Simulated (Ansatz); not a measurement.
A made-up structure of BSiH₃F, doublet:

```xyz
6
angstrom
F -1.3354 -1.6076 -1.1954
B 0.2376 0.8969 0.0265
Si -0.2540 -1.0048 -0.0159
H 0.2783 -1.9187 0.9317
H -0.1468 1.7008 -0.7004
H 0.9633 1.3071 0.8187
```

It is relaxed with PBE-D4/def2-SVP and then PBE0-D4/def2-TZVP (Ansatz 0.2.0). Atoms count as bonded within 1.22 times the sum of their covalent radii (H–H: 0.88 Å). The end point is not checked to be a true minimum.

**Question.** Does its bonding change? (A judgement: the text doesn't fix the answer.)

**Answer.** Computed: No: no bond forms or breaks.

Where it ends: The first stage lowers the energy by 0.42 eV in 4 steps. It ends as BSiH₃F ([BH2][SiH][F]):
```
6
angstrom
F -1.2313 -1.5743 -1.0757
B 0.2279 0.9244 0.0069
Si -0.2356 -0.9140 -0.0201
H 0.2073 -2.0110 0.8712
H -0.2152 1.6972 -0.7845
H 0.9901 1.2515 0.8674
```

Labels in which every atom is bracketed show which atoms are joined, not bond orders.

For scale, one of the runs: PBE0-D4/def2-TZVP relaxation, 117 basis functions, launched by `ansatz run in.yaml --threads 2 --pin off --events-out ev --progress --plain --max-ram 4352MiB`. The run took about 14 s on 2 CPU threads of an Arm Neoverse V2 (shared host).
